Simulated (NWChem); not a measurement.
hydrogen isocyanide (CHN); SMILES [C-]#[NH+]

```xyz
3

C      0.0000     0.0000     0.7364
N      0.0000     0.0000    -0.4270
H      0.0000     0.0000    -1.4242
```
Atoms are numbered in this order, from 1.

Computed with NWChem. Pople sets run with spherical d functions. STO-3G and 3-21G are far too small for this property and stand as cheap habits. Structure relaxed at the PBE0-D3(BJ)/def2-TZVP level. Vertical excitations in the gas phase; the lowest state need not have the same character in each row.

**Question.** Taking PBE/def2-TZVPD, TDA as the yardstick, which of these has the fewest basis functions while keeping “lowest excitation, singlet (eV)” within 0.1 eV of it: PBE/def2-TZVP, TDA; PBE/6-31G*, TDA; PBE/aug-cc-pVDZ, TDA; PBE/def2-SVP, TDA; PBE/6-31+G*, TDA; PBE/3-21G, TDA; PBE/def2-SVPD, TDA?

**Answer.** PBE/6-31+G*, TDA (a larger set in the list lies outside the tolerance).
| level | basis functions | lowest excitation, singlet (eV) |
|---|---|---|
| PBE/3-21G, TDA | 20 | 8.71 |
| PBE/6-31G*, TDA | 30 | 8.35 |
| PBE/def2-SVP, TDA | 33 | 7.97 |
| PBE/6-31+G*, TDA | 38 | 7.39 |
| PBE/def2-SVPD, TDA | 48 | 7.68 |
| PBE/aug-cc-pVDZ, TDA | 55 | 6.99 |
| PBE/def2-TZVP, TDA | 68 | 7.73 |
| PBE/def2-TZVPD, TDA | 83 | 7.38 |

The yardstick is one finite set, not the basis-set limit.
